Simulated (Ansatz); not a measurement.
How UKS-PBE and FCI compare on the bond length at the minimum of diatomic hydrides.

Values in Å, from Ansatz (an electronic-structure program). Where two bases are given, the first is that of UKS-PBE. Full CI is exact in its basis, with frozen cores. Scans on which UKS-PBE failed, held another spin at the minimum or broke off are missing, so the means are lower bounds.

| system | basis | UKS-PBE | FCI | UKS-PBE − FCI |
|---|---|---|---|---|
| HLi singlet | aug-cc-pVTZ | 1.604 | 1.610 | -0.006 |
| HN triplet | aug-cc-pVDZ | 1.058 | 1.052 | 0.005 |
| HCl cation doublet | cc-pVDZ | 1.347 | 1.328 | 0.019 |
| HSi doublet | cc-pVTZ | 1.549 | 1.529 | 0.020 |
| HF singlet | cc-pVDZ | 0.935 | 0.920 | 0.015 |
| HBe doublet | cc-pVDZ | 1.370 | 1.359 | 0.010 |
| HF cation doublet | cc-pVDZ | 1.033 | 1.008 | 0.026 |
| HBe cation singlet | aug-cc-pVDZ | 1.343 | 1.331 | 0.012 |
| HGa singlet | def2-TZVP | 1.699 | 1.683 | 0.016 |
| HP triplet | aug-cc-pVDZ | 1.455 | 1.446 | 0.009 |
| HP triplet | cc-pVTZ | 1.443 | 1.430 | 0.014 |

The mean error against full CI is 0.013 Å (median 0.014) and the mean absolute one 0.014 Å (median 0.014); UKS-PBE lies above in 10 and below in 1 of 11 cases. It is closest for HN triplet (0.005), HLi singlet (-0.006), HP triplet (0.009) and furthest off for HF cation doublet (0.026), HSi doublet (0.020), HCl cation doublet (0.019).
